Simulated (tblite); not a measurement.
Compound: C₅H₈N (doublet state).
SMILES with atom numbers: `[CH2:1]=[N:2][CH2:3][C:4]1[CH2:5][CH2:6]1` (hydrogens: H7, H8 on C1; H9, H10 on C3; H11, H12 on C5; H13, H14 on C6)

Geometry (GFN2-xTB, Å), atoms numbered from 1 in this order:
```xyz
14
C5H8N angstrom
C      1.997   -0.829    0.413
N      1.272   -0.139    1.167
C      0.680    1.087    0.680
C     -0.671    0.762    0.180
C     -1.801    0.018    0.737
C     -1.202   -0.349   -0.613
H      2.287   -0.548   -0.606
H      2.373   -1.770    0.787
H      1.276    1.537   -0.131
H      0.616    1.780    1.523
H     -1.632   -0.631    1.589
H     -2.783    0.472    0.735
H     -1.791   -0.130   -1.493
H     -0.621   -1.262   -0.709
```

Method: GFN2-xTB as coded in tblite; computed harmonic values from a numerical Hessian at the method's own geometry, unscaled. The method is semi-empirical: single wavenumbers can be off by several per cent or more. One conformer, not necessarily the lowest. Open shells enter through the occupations alone, without spin polarisation, and single modes of such species can be off by tens of per cent.

Harmonic wavenumbers (cm⁻¹): 64.2, 71.0, 174.2, 314.6, 346.3, 434.3, 681.8, 761.9, 794.0, 832.8, 951.9, 953.2, 968.2, 1001.9, 1040.8, 1043.0, 1065.2, 1101.4, 1108.8, 1139.8, 1216.6, 1266.7, 1408.6, 1412.3, 1419.8, 1449.5, 1516.9, 1711.2, 2834.5, 2875.3, 2957.3, 2994.1, 3024.3, 3046.7, 3051.3, 3070.5.

A = 7432, B = 2607, C = 2340 MHz; mass 82.066 u (most abundant isotopes); point group C1, symmetry number 1; spin multiplicity 2.

Q: Zero-point energy?

A: Half the sum of the wavenumbers: 25052 cm⁻¹ = 71.63 kcal/mol.

Q: Entropy at 298.15 K, 1 bar (ideal gas, RRHO, classical rotation)?

A: Translation 39.16, rotation 26.36, vibration 16.15, spin (R ln 2) 1.38: S = 83.0 cal/(mol K).

Q: And Cp and H(298.15 K) − H(0)?

A: Cp = 25.51 cal/(mol K), of which vibrations give 17.57 (their classical limit is 36 R = 71.5); H(298.15 K) − H(0) = 4.88 kcal/mol without the zero-point energy, 2.51 from vibrations.

Q: Blend soft modes into free rotors: weight 1/[1 + (100 cm⁻¹/ν̃)⁴] for the oscillator and the rest for a rotor with moment μB/(μ + B), μ = h/(8π²ν), B = 10⁻⁴⁴ kg m². What vibrational entropy results?

A: 14.53 cal/(mol K) in place of 16.15, which changes −T·S at 298.15 K by +0.48 kcal/mol.

Q: Which modes carry the vibrational entropy at 298.15 K?

A: 64.2 cm⁻¹: 4.32; 71.0 cm⁻¹: 4.13; 174.2 cm⁻¹: 2.39; 314.6 cm⁻¹: 1.34; 346.3 cm⁻¹: 1.18; 434.3 cm⁻¹: 0.84 cal/(mol K); the other 30 give 1.95 together.

Q: How do the functions run with temperature in this model?

A: 
```
T (K)  S (cal/(mol K))  Cp (cal/(mol K))  H − H(0) (kcal/mol)  G − H(0) (kcal/mol)  ln q(vib)
  150             69.3              16.2                 1.84                -8.56       1.80
  250             78.9              22.0                 3.73               -15.98       3.22
  400             91.6              33.0                 7.86               -28.78       5.37
  600            107.4              44.9                15.72               -48.70       8.39
  900            127.9              56.2                31.03               -84.09      12.93
```

q(vib) and H(0) count from the zero-point level.

Q: What must be added to the electronic energy to get the Gibbs energy at 298.15 K and 1 bar?

A: ZPE + [H(298.15 K) − H(0)] − T·S = 71.63 + 4.88 − 24.76 = 51.75 kcal/mol.

Hindered rotation and anharmonicity are outside this model. Other conformers, if any are populated, would add a mixing term that is left out. The structure is chiral; the term R ln 2 for an equal mix with its mirror image is left out.
